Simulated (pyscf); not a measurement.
Thermochemistry of product channels of H₃Ge–SeH (SMILES [GeH3][SeH]) + H• (SMILES [H]) on the doublet surface, in kcal/mol, from ωB97M-D3(BJ)/def2-TZVP energies (ideal gas, 1 atm, RRHO with modes under 100 cm⁻¹ raised to 100, one conformer, R ln 2 for chiral ones without a mode under 150 cm⁻¹). Single points on ωB97X-D3(BJ)/def2-SVP structures (PySCF, gas phase).

```tsv
products	ΔE	ΔH(298 K)	ΔG(298 K)	ΔG(900 K)
•H₂Ge–SeH (SMILES [GeH2][SeH]) + H₂ (SMILES [H][H])	-23.2	-22.2	-23.7	[?]
H₃Ge–Se• (SMILES [GeH3][Se]) + H₂ (SMILES [H][H])	-25.7	-24.4	-25.1	[?]
```

Question: Fill in the missing entries.

Answer: 
- •H₂Ge–SeH (SMILES [GeH2][SeH]) + H₂ (SMILES [H][H]), ΔG(900 K): -26.7
- H₃Ge–Se• (SMILES [GeH3][Se]) + H₂ (SMILES [H][H]), ΔG(900 K): -26.1

These are energies of the channels, which say nothing of barriers. Elements up to Kr have no core potential and no relativistic terms here.
